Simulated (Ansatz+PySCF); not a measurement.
Values are calculated unless marked as measured or tabulated.
This PySCF input gave a total energy of -52.74536 hartree.

```python
from pyscf import gto, scf

mol = gto.M(atom="""
B 0.000000 0.000000 0.810400
B 0.000000 0.000000 -0.810400
H 0.913890 0.000000 0.000000
H -0.913890 0.000000 0.000000
H 0.000000 0.967400 1.349360
H 0.000000 -0.967400 1.349360
H 0.000000 0.967400 -1.349360
H 0.000000 -0.967400 -1.349360
""", basis='def2-svp', charge=0, spin=0)
mf = scf.UHF(mol)
mf.init_guess = '1e'
mf.kernel()
while True:  # follow internal instabilities
    mo, _, stable, _ = mf.stability(return_status=True)
    if stable: break
    mf.kernel(mf.make_rdm1(mo, mf.mo_occ))
print(mf.converged, mf.e_tot, mf.spin_square()[0])
```

Q: Write an input for Ansatz with the same method and basis set.

A:

```yaml
crystal:
  periodic: [false, false, false]
  atoms:
    - { symbol: B, position_ang: [0.0, 0.0, 0.8104] }
    - { symbol: B, position_ang: [0.0, 0.0, -0.8104] }
    - { symbol: H, position_ang: [0.91389, 0.0, 0.0] }
    - { symbol: H, position_ang: [-0.91389, 0.0, 0.0] }
    - { symbol: H, position_ang: [0.0, 0.9674, 1.34936] }
    - { symbol: H, position_ang: [0.0, -0.9674, 1.34936] }
    - { symbol: H, position_ang: [0.0, 0.9674, -1.34936] }
    - { symbol: H, position_ang: [0.0, -0.9674, -1.34936] }
basis:
  gaussian: { orbitals: def2-SVP }
magnetization:
  spin_polarized: true
hamiltonian:
  xc: hf
```

Ansatz (development build ahead of 0.2.0) gave -52.74536 hartree, 0.03 meV from the first.
